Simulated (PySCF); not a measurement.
## The electron affinity along group 15

All values are computed (PySCF 2.14, energy differences of UHF-based or UKS calculations, no spin-orbit coupling). Values in eV. The last column holds reference values (measured affinities from photodetachment; the arrow runs from anion to atom). Unmarked ones compare directly (S terms, centres of terms, or small fine structure); those marked * lie between the lowest fine-structure levels and include a spin-orbit shift.

```tsv
element	configurations	UHF	CCSD (valence)	LDA	PBE0	r2SCAN	SCS-MP2 (valence and next inner shell)	reference
P (aug-cc-pwCVDZ, non-relativistic)	[Ne] 3s2 3p4 → [Ne] 3s2 3p3	-0.366	0.303	1.010	0.762	0.760	0.294	0.747 *
As (aug-cc-pwCVDZ-PP with ECP10MDF, ECP)	[Ar] 3d10 4s2 4p4 → [Ar] 3d10 4s2 4p3	-0.338	0.312	1.029	0.724	0.773	0.279	0.804 *
Sb (aug-cc-pwCVDZ-PP with ECP28MDF, ECP)	[Kr] 4d10 5s2 5p4 → [Kr] 4d10 5s2 5p3	-0.101	0.463	1.154	0.862	0.882	0.407	1.047 *
Bi (aug-cc-pwCVDZ-PP with ECP60MDF, ECP)	[Xe] 4f14 5d10 6s2 6p4 → [Xe] 4f14 5d10 6s2 6p3	-0.227	0.384	1.109	0.771	0.765	0.341	0.942 *
```

The highest occupied level of the anion is positive for P⁻ at LDA, PBE0, r2SCAN; As⁻ at LDA, PBE0, r2SCAN; Sb⁻ at LDA, PBE0, r2SCAN; Bi⁻ at LDA, PBE0, r2SCAN, so there the basis helps to hold the electron.

For Bi a determinant mixes LS terms or the coupling is close to jj, so these rows are model values.

"Valence" correlates the outer s and p shells and, in groups 3 to 12 and the f block, the outer d or f shell, open or full, or the next shell where the ion has no valence electron left; the wider scheme adds the next inner shell.
